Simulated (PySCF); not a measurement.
# Gas-phase thermal properties of B₂O₂

Energies from PySCF (xtb for GFN2), thermal terms from the rigid-rotor harmonic-oscillator model, ideal gas at 1 bar. 'Table' is the NASA 1993 thermochemical table (part measured, part estimated). 6-31G* has spherical d functions here. All species are closed-shell singlets. B3LYP is the form with VWN-RPA correlation. The harmonic model lacks anharmonicity and excited electronic states, which grow with temperature; levels with a mode under 35 cm⁻¹ are left out. The table's entry may be an old estimate for B₂O₂ (not checked at source).

```json
[
 {"level": "table", "point group": "-", "σ": "-", "ZPE (kJ/mol)": "-", "S°298 (J/mol/K)": "242.6", "Cp298 (J/mol/K)": "57.4", "S°1000 (J/mol/K)": "325.0", "H1000 − H298 (kJ/mol)": "49.2"},
 {"level": "B3LYP/6-31G*", "point group": "D∞h", "σ": "2", "ZPE (kJ/mol)": "37.0", "S°298 (J/mol/K)": "247.1", "Cp298 (J/mol/K)": "58.9", "S°1000 (J/mol/K)": "330.1", "H1000 − H298 (kJ/mol)": "49.4"},
 {"level": "GFN2-xTB", "point group": "D∞h", "σ": "2", "ZPE (kJ/mol)": "36.8", "S°298 (J/mol/K)": "250.7", "Cp298 (J/mol/K)": "60.1", "S°1000 (J/mol/K)": "334.0", "H1000 − H298 (kJ/mol)": "49.5"},
 {"level": "HF/6-31G*", "point group": "D∞h", "σ": "2", "ZPE (kJ/mol)": "39.9", "S°298 (J/mol/K)": "244.9", "Cp298 (J/mol/K)": "57.7", "S°1000 (J/mol/K)": "326.5", "H1000 − H298 (kJ/mol)": "48.6"},
 {"level": "PBE/def2-SVP", "point group": "D∞h", "σ": "2", "ZPE (kJ/mol)": "36.0", "S°298 (J/mol/K)": "248.0", "Cp298 (J/mol/K)": "59.2", "S°1000 (J/mol/K)": "331.3", "H1000 − H298 (kJ/mol)": "49.7"},
 {"level": "PBE0/def2-TZVP", "point group": "D∞h", "σ": "2", "ZPE (kJ/mol)": "37.0", "S°298 (J/mol/K)": "247.4", "Cp298 (J/mol/K)": "59.1", "S°1000 (J/mol/K)": "330.5", "H1000 − H298 (kJ/mol)": "49.4"}
]
```
σ: rotational symmetry number. Electronic degeneracy used: 1. Frequencies are unscaled.
